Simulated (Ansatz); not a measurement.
**C2H6 (ethane): where methods fail along a bond**

C2H6: 8 atoms, total charge 0, spin state singlet. SMILES: `CC`. Geometry: relaxed at PBE0-D4/def2-TZVP.

```xyz
8

C    -0.3268    0.1322   -0.6725
C     0.3268   -0.1322    0.6725
H     0.0705   -0.5296   -1.4459
H    -1.4071   -0.0257   -0.6290
H    -0.1586    1.1602   -1.0024
H    -0.0704    0.5296    1.4459
H     1.4071    0.0256    0.6289
H     0.1585   -1.1601    1.0025
```

The C1–C2 distance is scanned; the parts on either side stay rigid. Basis STO-3G, 2 core orbitals frozen in the correlated methods; program Ansatz 0.2.0. FCI is exact within this basis and core. Energies in eV from each method's value at 1.519 Å; methods without a U are spin-restricted. The shape above is that at 1.519 Å.

```tsv
distance (Å)	PBE0	r2SCAN0	wB97X	B2PLYP	BCCD(T)
1.519	0.00	0.00	0.00	0.00	0.00
1.898	1.45	1.51	1.46	1.34	1.20
2.278	3.94	4.08	4.07	3.74	3.34
3.037	7.48	7.74	8.00	6.79	5.23
3.796	8.88	9.17	9.83	7.03	5.35
```

(1) Estimate the FCI curve, and say how far off each method is.

## Answers

(1) 
```csv
distance (Å),FCI
1.519,0.00
1.898,1.20
2.278,3.32
3.037,5.24
3.796,5.44
```

Departure from the FCI curve at its largest: PBE0 +3.44 eV at 3.80 Å; r2SCAN0 +3.74 eV at 3.80 Å; wB97X +4.39 eV at 3.80 Å; B2PLYP +1.59 eV at 3.80 Å; BCCD(T) -0.09 eV at 3.80 Å. Restricted functionals keep the electrons paired too, and rise too high.
